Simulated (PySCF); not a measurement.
**S₂O₂, singlet: molecular constants**

Computed with PySCF, PBE0, basis S def2-TZVP, O def2-TZVP (no relativity, density fitting).

The structure is a minimum.

```xyz
4
charge 0 multiplicity 1, angstrom
S    -0.1275    0.0000    0.9896
S     0.1275    0.0000   -0.9896
O     1.1711    0.0000    1.6771
O    -1.1711    0.0000   -1.6771
```

```
Point group                                                                   : C2h
Bond lengths                                                                  : S–O 1.469 Å (×2), S–S 1.996 Å
Bond angles                                                                   : O–S–S 110.6° (×2)
Atomisation energy without zero-point energy                                  : 1167 kJ/mol
Zero-point energy                                                             : 22.4 kJ/mol
Rotational constants                                                          : 0.7677, 0.09603, 0.08535 cm⁻¹
Lowest empty level                                                            : -4.00 eV
Heat capacity Cp at 298.15 K                                                  : 61.1 J/(mol K)
Rotational symmetry number                                                    : 2
Principal quadrupole moments (Buckingham, traceless) about the centre of mass : -12.30, 5.36, 6.94 D Å
Dipole moment                                                                 : 0.00 D
Highest occupied level                                                        : -7.63 eV
Principal polarisabilities                                                    : 23.9, 34.9, 77.8 bohr³
Entropy at 298.15 K and 1 bar                                                 : 289.9 J/(mol K)
Enthalpy at 298.15 K above 0 K                                                : 14.31 kJ/mol
```

Harmonic modes (masses in u: S 31.972, O 15.995):
| symmetry | ω (cm⁻¹) | IR (km/mol) | μ (u) |
| --- | --- | --- | --- |
| bu | 186 | 20.2 | 19.19 |
| au | 201 | 13.8 | 19.19 |
| ag | 363 | 0.0 | 20.19 |
| ag | 621 | 0.0 | 29.65 |
| bu | 1171 | 379 | 19.19 |
| ag | 1201 | 0.0 | 19.27 |

In C2h the vibrations span 2bu + au + 3ag. The ag modes carry no infrared intensity, as symmetry demands. With a centre of inversion only u modes can be infrared active and only g modes Raman active.

Charges (e):
```json
{"atom": "S1", "Mulliken": "0.40", "Löwdin": "0.35", "polar tensor": "0.61", "Mayer order to S1": "–"}
{"atom": "S2", "Mulliken": "0.40", "Löwdin": "0.35", "polar tensor": "0.61", "Mayer order to S1": "1.48"}
{"atom": "O3", "Mulliken": "-0.40", "Löwdin": "-0.35", "polar tensor": "-0.61", "Mayer order to S1": "1.67"}
{"atom": "O4", "Mulliken": "-0.40", "Löwdin": "-0.35", "polar tensor": "-0.61", "Mayer order to S1": "0.25"}
```
Other Mayer orders above 0.3: S–O 1.67.

Mulliken populations on S1: s 5.81, p 9.32, d 0.42, f 0.04.

Outer orbital energies (eV). occupied: -14.06, -13.18, -13.13, -11.93, -11.88, -10.58, -8.12, -7.63; empty: -4.00, -1.50, -0.12, 1.82.

Other isomers or separated fragments may lie lower.

The final relaxation and frequency run took about 2.2 core-minutes on a shared host.
